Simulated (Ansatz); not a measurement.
Results of r²SCAN in Ansatz (PAW) for rock-salt MgS.

Settings: plane-wave cutoff 560 eV, 12×12×12 k mesh, Fermi–Dirac smearing 0.01 eV, scalar-relativistic PAW data made under PBE.

Computed at the level's own relaxed cell.

```
CELL_PARAMETERS angstrom
      0.00000     2.60149     2.60149
      2.60149     0.00000     2.60149
      2.60149     2.60149     0.00000
ATOMIC_POSITIONS crystal
  Mg 0.00000 0.00000 0.00000
  S  0.50000 0.50000 0.50000
```

### Question
List the 5 lowest band energies at Γ above −25 eV (eV, relative to the valence band maximum), grouping those that round alike.

### Answer
At Γ: -13.19, 0.00 (×3), 4.64.

Note: the run warned that its SCF threshold was loose for the stress.

Ansatz is a first-principles code.
